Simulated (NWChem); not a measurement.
hydrogen sulfide (H₂S); SMILES S

All runs: NWChem. Pople sets run with spherical d functions. Each level has its own optimisation; frequencies are unscaled.

```tsv
level	r H–S (Å)	highest harmonic frequency (cm⁻¹)	lowest (cm⁻¹)	zero-point energy (kcal/mol)	dipole (D)
Hartree-Fock/STO-3G	1.329	3322	1610	11.7	1.03
Hartree-Fock/3-21G	1.351	2652	1322	9.4	1.83
Hartree-Fock/6-31G*	1.326	2926	1368	10.3	1.41
B3LYP/6-31G*	1.350	2708	1251	9.5	1.42
LDA (Slater exchange, VWN5)/def2-SVP	1.362	2649	1128	9.1	1.37
PBE/def2-SVP	1.361	2651	1150	9.2	1.29
BLYP/def2-SVP	1.363	2605	1163	9.1	1.17
PBE0/def2-SVP	1.349	2750	1191	9.5	1.35
```
